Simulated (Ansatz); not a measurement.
HCl + `[OH]`• → Cl• + H₂O at 298.15 K and 1 bar (hydrogen abstraction from a Cl–H bond).

Calculated with Ansatz (gas phase, PBE0-D4/def2-TZVP geometries, no zero-point term in ΔE). CCSD(T)/CBS is extrapolated from def2-TZVPP and def2-QZVPP, frozen cores. Open shells (•) are unrestricted, without spin–orbit coupling. Spin–orbit coupling would lower the free atoms: a little for Cl.

| species | CCSD(T)/CBS energy (Eh) | H − E (kJ/mol) | S (J/(mol·K)) |
| --- | --- | --- | --- |
| HCl | -460.38167 | 26.6 | 186.8 |
| `[OH]`• | -75.67603 | 31.1 | 184.0 |
| Cl• | -459.71044 | 6.2 | 168.3 |
| H₂O | -76.37685 | 66.4 | 188.7 |

H − E and S are ideal-gas, rigid-rotor, harmonic terms from PBE0-D4/def2-TZVP, with the whole ground term of open shells counted as degenerate. 1 Eh = 2625.50 kJ/mol, R = 8.31446 J/(mol·K).

Problem. By hand: ΔE, ΔH, ΔS and ΔG.

Solution. ΔE = (-459.71044) + (-76.37685) − (-460.38167) − (-75.67603) = -0.02959 Eh = -77.7 kJ/mol. Δ(H − E) = 6.2 + 66.4 − 26.6 − 31.1 = 14.9, so ΔH = -62.8 kJ/mol. ΔS = 168.3 + 188.7 − 186.8 − 184.0 = -13.8 J/(mol·K). ΔG = -62.8 − 298.15 × (-13.8)/1000 = -58.7 kJ/mol.

Problem. By hand: the equilibrium constant, and the temperature at which ΔG would vanish if ΔH and ΔS stayed fixed.

Solution. log₁₀ K = −ΔG/(RT ln 10) = 10.3. ΔG = 0 at ΔH/ΔS = 4551 K, far beyond where these terms or the molecules hold.

The number of gas molecules stays the same, so ΔS is small and ΔH decides. A doubt of 5 kJ/mol in ΔE shifts log₁₀ K by 0.9 here. These are equilibria of isolated gas molecules and say nothing of rates. Largest T1 diagnostic: 0.008 (customary marks: 0.02 for closed shells, 0.045 for open ones).
